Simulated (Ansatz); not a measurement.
The first iterations of a band of CH3OS (6 atoms, charge -1, multiplicity 1).

Level of theory: Ansatz, RKS CAM-B3LYP/6-31G.

- movable images: 9
- climbing image: yes
- spring: 5.0 eV/Å²
- optimiser: quadratic models (default)
- start path: through a guess of the saddle point
- force threshold: 0.05 eV/Å
- iteration limit: 60
- end points: relaxed

Image 0:

```xyz
6
Properties=species:S:1:pos:R:3
O 0.729 -0.473 -1.791
C 0.170 -0.743 -0.716
S -0.942 1.145 1.365
H 0.720 -0.864 0.224
H -0.908 -0.922 -0.640
H 0.230 1.857 1.558
```

Image 10:

```xyz
6
Properties=species:S:1:pos:R:3
O 0.871 -0.511 -1.713
C 0.178 -0.745 -0.711
S -0.168 0.927 1.781
H 0.549 -1.327 0.139
H -0.866 -0.426 -0.625
H -0.565 2.082 1.129
```

| iteration | highest image above the first end (eV) | largest band force component (eV/Å) |
| --- | --- | --- |
| 1 | 0.825 | 5.697 |
| 2 | 0.307 | 2.750 |
| 3 | 0.501 | 3.971 |
| 4 | 0.304 | 3.095 |
| 5 | 0.111 | 1.097 |
| 6 | 0.793 | 6.947 |
| 7 | 0.149 | 1.791 |
| 8 | 0.046 | 1.073 |
| 9 | 0.314 | 3.274 |
| 10 | 0.060 | 1.530 |
| 11 | 0.092 | 0.977 |
| 12 | 0.033 | 0.904 |
| 13 | 0.016 | 0.469 |
| 14 | 0.016 | 0.417 |
| 15 | 0.013 | 0.376 |
| 16 | 0.012 | 0.349 |
| 17 | 0.011 | 0.327 |
| 18 | 0.011 | 0.199 |
| 19 | 0.011 | 0.156 |
| 20 | 0.011 | 0.152 |

Question: Does the band converge within its limit, and where does its top end?

Answer: It did not converge within its limit. It ended after 60 iterations with the highest image 0.005 eV above the first end. The band didn't meet its force threshold, so its energies are provisional: the largest band force was still 0.06 eV/Å, and over the last iterations the top stayed at 0.01 eV. Limits of this set-up: no polarisation functions, an anion without diffuse functions.

Time of the run: 18 min on 1 thread of Arm Neoverse N1 (shared host), peak memory 0.094 GiB.
